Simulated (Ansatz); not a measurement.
This Ansatz (an electronic-structure program) input (r2SCAN/def2-TZVPP) gives -189.12647 Eh with 107 basis functions. A basis named .json is the Basis Set Exchange file of that set (core-valence sets with the plain set on hydrogen).

Ansatz 0.2 input:
```yaml
crystal:
  periodic: [false, false, false]
  atoms:
    - {symbol: O, position_ang: [-1.05613991, -0.38056162, -0.01204272]}
    - {symbol: C, position_ang: [0.01219483, 0.60892406, -0.01345114]}
    - {symbol: O, position_ang: [1.11918472, 0.07877032, 0.02005673]}
    - {symbol: H, position_ang: [-0.57752748, -1.23921390, 0.01659471]}
basis:
  gaussian:
    orbitals: def2-TZVPP
    final_grid: {core_spheres: 6, valence_spheres: 5, degree: 17}
hamiltonian:
  xc: {name: r2SCAN}
total_charge: -1
magnetization: {spin_polarized: false}
```

Change:
```diff
- final_grid: {core_spheres: 6, valence_spheres: 5, degree: 17}
+ fitting: {mean_field: def2-universal-JKFIT.json}
```

Question: What does the run give now?

Answer: -189.12582 Eh (r2SCAN/def2-TZVPP, 107 functions), a change of +0.65 mEh.
